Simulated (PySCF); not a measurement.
All of these have the formula C4H7N. Method used: PySCF 2.14.0, density-fitted response routines, TDDFT PBE0/def2-SVPD, vertical, gas phase, core orbitals frozen in the response. Geometries: PBE0-D3(BJ)/def2-SVP; one conformer of each isolated species. Triplets are in the Tamm–Dancoff approximation. 'Strongest' means the level of largest summed f among the lowest 10 singlets; it needn't be the same kind of state in each.

**Question.** Rank by computed HOMO–LUMO gap, lowest first.
A. `[H]/N=C\C1CC1`
B. `CC(C)C#N`
C. `[H]/N=C\CC=C`
D. `C1=CCNC1`
E. `C=C/N=C\C`

**Answer.** E (5.93 eV), C (6.82 eV), D (6.95 eV), A (7.25 eV), B (9.51 eV).

```csv
SMILES,gap (eV),T1 (eV),strongest (eV),first f ≥ 0.01 (nm),α (au),S1 mainly
C=C/N=C\C,5.93,3.49,6.55,279,59.5,H→L (89%)
[H]/N=C\CC=C,6.82,4.18,7.85,240,58.6,H→L (76%)
C1=CCNC1,6.95,4.21,7.08,220,53.9,H→L (93%)
[H]/N=C\C1CC1,7.25,4.46,6.98,178,53.6,H→L (99%)
CC(C)C#N,9.51,6.26,9.61,154,52.8,H→L+1 (31%)
```

H and L stand for HOMO and LUMO.
